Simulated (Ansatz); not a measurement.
C4H10O can be A, `CC(C)CO`, or B, `COC(C)C`.

Computed with Ansatz on PBE0-D4/def2-TZVP structures; ΔE is electronic, products minus reactants. CCSD(T)/CBS adds triple-zeta CCSD(T) − MP2 to the extrapolated MP2 energy (def2 sets, frozen cores). Functionals use def2-TZVPP. B3LYP here is the variant with VWN-RPA as its local correlation; programs differ in this. One conformer a species, not always the lowest.

(1) Which isomer does CCSD(T)/CBS put lower? Give the gap. (Estimate.)

(2) Give E(B) − E(A) in kJ/mol with B3LYP, ωB97M-V, CCSD/def2-TZVPP, B2PLYP, CCSD(T)/def2-TZVPP, B3LYP-D4, MP2/def2-TZVPP. (Estimate.)

Largest T1 diagnostic: 0.010.

## Answers

(1) Computed: A, by 34.5 kJ/mol.

(2) The calculation gave: B3LYP 25.2, ωB97M-V 31.6, CCSD/def2-TZVPP 33.0, B2PLYP 28.8, CCSD(T)/def2-TZVPP 33.1, B3LYP-D4 26.2, MP2/def2-TZVPP 37.0. None reverses the order clearly.

In def2-TZVPP, CCSD(T) changes the Hartree–Fock value by +9.2 kJ/mol (the triples alone add +0.2 kJ/mol) and MP2 by +13.1 kJ/mol.
